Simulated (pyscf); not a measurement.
Thermochemistry of product channels of Cl–GeH₃ (SMILES [Cl][GeH3]) + NH₃ (SMILES N) on the singlet surface, in kJ/mol, from ωB97M-D3(BJ)/def2-TZVP energies (ideal gas, 1 atm, RRHO with modes under 100 cm⁻¹ raised to 100, one conformer, R ln 2 for chiral ones without a mode under 150 cm⁻¹). Structures and frequencies: ωB97X-D3(BJ)/def2-SVP in PySCF.

```json
[
 {"products": "H₂N–GeH₃ (SMILES [NH2][GeH3]) + HCl (SMILES Cl)", "ΔE": "___", "ΔH(298 K)": "+68.1", "ΔG(298 K)": "+66.4", "ΔG(600 K)": "+63.8"},
 {"products": "H₂N–GeH₂–Cl (SMILES [NH2][GeH2][Cl]) + H₂ (SMILES [H][H])", "ΔE": "+4.9", "ΔH(298 K)": "-7.6", "ΔG(298 K)": "-1.9", "ΔG(600 K)": "___"}
]
```

Question: Some entries are withheld; supply them.

Answer: 
- H₂N–GeH₃ (SMILES [NH2][GeH3]) + HCl (SMILES Cl), ΔE: +76.3
- H₂N–GeH₂–Cl (SMILES [NH2][GeH2][Cl]) + H₂ (SMILES [H][H]), ΔG(600 K): +1.5

These are energies of the channels, which say nothing of barriers. Elements up to Kr have no core potential and no relativistic terms here.
